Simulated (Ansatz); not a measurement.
Other spins and charges of H2O⁺, doublet at one geometry

Geometry (PBE0/def2-TZVP stationary point for this spin, not checked as a minimum):

```yaml
atoms:
  - { symbol: O, position_ang: [0.0000, -0.0646, 0.0000] }
  - { symbol: H, position_ang: [0.0000, 0.5128, -0.8211] }
  - { symbol: H, position_ang: [0.0000, 0.5128, 0.8211] }
```

Basis cc-pVDZ; Ansatz 0.2.0. Correlated methods freeze the noble-gas cores. Prefix R: restricted or restricted open-shell reference; prefix U: unrestricted. Active spaces: valence = (7e, 6o) chosen from the atoms' valence shells.

Gaps are energies of the second state less the first, at fixed atoms, for a selection of the levels run; each method lands on the state that its own search finds for that charge and spin.

For open shells CISD and CISDTQ are restricted-active-space CI with the open shells as a complete middle space.

Task: PBE gives 12.236 eV for quartet less doublet. Estimate what full CI gives in cc-pVDZ.

Result: Full CI in cc-pVDZ gives 12.286 eV, so against it PBE is off by -0.050 eV.

```csv
level,gap (eV),error (meV)
RHF,11.580,-706
CISD,12.229,-57
UCCSD,12.303,17
RCCSD(T),12.293,7
RCCSDT,12.282,-4
UCCSDT,12.281,-5
CISDTQ,12.283,-3
UCCSDT(Q),12.285,-1
MRCISD+Q (valence space),12.293,7
r2SCAN,12.291,5
```

In so small a basis the reference is far from its limit while semilocal and hybrid functionals are nearer theirs, so the functionals' errors here hold much of the reference's basis and frozen-core error, which can add to them or hide them.

Full CI is exact within this basis and frozen core; it isn't the basis-set limit. The frozen core follows each run's orbitals, which can shift R against U totals by a few meV.
